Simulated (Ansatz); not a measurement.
# AlBClH3: the cost of one run

Computed with Ansatz 0.2.0, Gaussian basis. Level: the settings change from run to run.

1 further run of the same task is left out (it didn't finish).

## 1. The relaxed structure

The geometry comes from an earlier relaxation with PBE0-D4 in a triple-zeta def2 set; it is a stationary point.

SMILES `[AlH2][BH]Cl`, 6 atoms, charge 0, spin multiplicity 1.

Atoms are counted from 1 here; the program's logs count them from 0.

Bond lengths: Al1–B2 2.129 Å, Al1–H4 1.591 Å, Al1–H5 1.591 Å, B2–Cl3 1.756 Å, B2–H6 1.197 Å. Angles: B2–Al1–H4 120.6°, B2–Al1–H5 120.5°, H4–Al1–H5 118.9°, Al1–B2–Cl3 117.3°, Al1–B2–H6 129.0°, Cl3–B2–H6 113.7°.

Geometry (Å):

```xyz
6

Al   -0.7011    0.4443   -0.6530
B     0.8622   -0.3024    0.5838
Cl    0.5371   -1.7645    1.4999
H    -0.8414   -0.0399   -2.1619
H    -1.7770    1.4603   -0.0697
H     1.9621    0.1381    0.7548
```

## 2. PBE0-DH/cc-pVTZ-DK

This run has multiplicity 3, atoms shaken by 0.08 Å, the search for lower states set to off.

The input, in.yaml:

```yaml
crystal:
  periodic: [false, false, false]
  atoms:
    - {symbol: Al, position_ang: [-0.633914, 0.545217, -0.754889]}
    - {symbol: B, position_ang: [0.885355, -0.269262, 0.592869]}
    - {symbol: Cl, position_ang: [0.515789, -1.735935, 1.610485]}
    - {symbol: H, position_ang: [-0.705058, -0.040950, -2.188357]}
    - {symbol: H, position_ang: [-1.819935, 1.541798, -0.014461]}
    - {symbol: H, position_ang: [2.073460, 0.184985, 0.844202]}
basis:
  gaussian: {orbitals: cc-pVTZ-DK}
magnetization: {spin_polarized: true, initial_magnetization: 2}
hamiltonian: {xc: {name: PBE0-DH}}
scf: {lower_state_search: off}
output: {forces: true}
```

Command:

```
$ ansatz run in.yaml --threads 2 --pin off --events-out ev --progress --plain --max-ram 4352MiB
```

Q: Estimate wall time and peak memory on 2 threads of Arm Neoverse V1, shared host.

About 14 s, with a peak of 0.48 GiB.
